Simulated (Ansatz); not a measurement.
```yaml
crystal:
  periodic: [false, false, false]
  atoms:
    - {symbol: N, position_ang: [-0.987945, 1.082066, -0.389480]}
    - {symbol: C, position_ang: [-0.144881, 0.543962, 0.378292]}
    - {symbol: C, position_ang: [0.556192, -0.747016, 0.045339]}
    - {symbol: O, position_ang: [0.348235, -1.338572, -0.977750]}
    - {symbol: H, position_ang: [-1.090597, 0.499638, -1.229119]}
    - {symbol: H, position_ang: [0.102394, 1.017877, 1.330914]}
    - {symbol: H, position_ang: [1.277801, -1.125955, 0.796102]}
basis:
  gaussian: {orbitals: def2-mTZVPP, fitting: {mean_field: def2-universal-jkfit}}
hamiltonian: {xc: {name: TPSS}, dispersion: d3bj}
```

```sh
$ ansatz run in.yaml --threads 2 --pin off --events-out ev --progress --plain --max-ram 4352MiB
```

It prints (some lines left out):

```
Error: YAML parse error: error: line 13 column 19: hamiltonian.xc: no functional is named "TPSS"; the names, which are not case-sensitive, are SVWN5, SPW92, PBE, PBE0, PBEsol, revPBE, revPBE0, RPBE, rPW86-PBE, HSE06, wPBEh, LC-wPBE, HISS, HF, BLYP, B3LYP, B3LYP5, BHLYP, CAM-B3LYP, r2SCAN, r2SCANh, r2SCAN0, r2SCAN50, m-r2SCAN, B97, wB97, wB97X, wB97X-V, B97M-V, wB97M-V, B2PLYP, B2GP-PLYP, PBE0-DH, PBE-QIDH
11 | basis:
12 |   gaussian: {orbitals: def2-mTZVPP, fitting: {mean_field: def2-universal-jkfit}}
13 | hamiltonian: {xc: {name: TPSS}, dispersion: d3bj}
```

**Question.** What is wrong with this run?

**Answer.** The method's name isn't one that the program takes here. The program refused the input.

HSE06 is defined as in plane-wave codes.
